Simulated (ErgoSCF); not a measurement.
**A ErgoSCF job on AlBH4 (SMILES [BH2][AlH2])**

Wanted: the energy of AlBH4.

The calculation is run with ErgoSCF 3.8.

4 further runs of the same task are left out: 2 that didn't finish, 2 set aside as unsound or not needed.

**1. The system as given**

The species is AlBH4 (6 atoms), meant as a singlet with charge 0. As SMILES, `[BH2][AlH2]`. The shape comes from GFN2-xTB, which is rough for such elements, and wasn't checked as a minimum.

Bond lengths: B1–Al2 2.087 Å, B1–H3 1.180 Å, B1–H4 1.180 Å, Al2–H5 1.565 Å, Al2–H6 1.565 Å. Angles: B1–Al2–H5 125.1°, B1–Al2–H6 125.2°, Al2–B1–H3 123.2°, Al2–B1–H4 123.1°, H5–Al2–H6 109.6°, H3–B1–H4 113.7°.

**2. The run**

Input file input.ego:

```
set_nthreads(1)
molecule_inline
B     -0.05580361    -2.13176225     0.07415285
Al     0.04491879     1.80827893    -0.06374046
H     -1.62694081    -3.27483868     1.16832318
H      1.45748907    -3.42425933    -0.93195623
H      2.02280064     3.40927380    -1.57170412
H     -1.84248297     3.61332643     1.32492478
EOF
scf.force_unrestricted = 1
scf.output_mulliken_pop = 1
basis = "Turbomol-TZVP"
use_6_d_functions = 1
scf.max_number_of_iterations = 99
tmpdir = "."
XC.type = "Turbo"
spin_polarization = 0
scf.starting_guess_disturbance = 0.05
run "PBE"
```

The run is started by

```sh
$ ergo input.ego
```

The program printed:

```text
INMA ERGO version 3.8
INMA reading input from file input.ego
INMA B (charge=5.0) -0.055804 -2.131762 0.074153
INMA Al (charge=13.0) 0.044919 1.808279 -0.063740
INMA H (charge=1.0) -1.626941 -3.274839 1.168323
INMA H (charge=1.0) 1.457489 -3.424259 -0.931956
INMA H (charge=1.0) 2.022801 3.409274 -1.571704
INMA H (charge=1.0) -1.842483 3.613326 1.324925
INMA  force_unrestricted := 1
INMA  output_mulliken_pop := 1
INMA  basis := Turbomol-TZVP
INMA Basis really set to Turbomol-TZVP
INMA  use_6_d_functions := 1
INMA  max_number_of_iterations := 99
INMA  type := Turbo
INMA  spin_polarization := 0
INMA  starting_guess_disturbance := 0.05
INMA running PBE
ERIN error opening file 'Turbomol-TZVP'
ERIN error in read_basisset_file for standard basis set.
ERMA error in basisInfo->add_basisfuncs_for_molecule for main basis set, Basis='Turbomol-TZVP'
```

On the terminal:

```text
Inline main molecule with 6 atoms.
line 19: RUN failed
line 19: Aborted.
```

It took 0.89 s on 1 thread of Intel Xeon at 2.50GHz (Skylake/Cascade Lake), shared host.

**3. What went wrong**

The program refused the input.

The log says `ERMA error in basisInfo->add_basisfuncs_for_molecule for main basis set, Basis='Turbomol-TZVP'`. Cause: the input names a basis that the program doesn't know. To mend it: basis set Turbomole-TZVP in place of Turbomol-TZVP.
